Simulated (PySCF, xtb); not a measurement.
CH3, SMILES [CH3], multiplicity 2.

The structure is a stationary point at B3LYP-D3(BJ)/def2-TZVPD. The isomer is the one that the SMILES or the coordinates give; other isomers of the formula were not compared.

The numbers are results of C-PCM-ωB97X/def2-TZVPD in PySCF, not measurements.

The values are the electrostatic part of the solvation free energy, E(continuum) − E(gas) at the gas-phase geometry, in a cavity of scaled van der Waals radii (PySCF's table); cavitation and dispersion terms are not included. The dipole moment in vacuum is 0.00 D.

```
solvent      ε  ΔG(elec) (kcal/mol)  dipole (D)
-------  -----  -------------------  ----------
water    78.36                 -0.8        0.00
ethanol  24.85                 -0.8        0.00
benzene   2.27                 -0.5        0.00
```

For comparison, GFN2-xTB/ALPB(water) (xtb, at the GFN2-xTB geometry, all terms of that model) gives -0.1 kcal/mol.
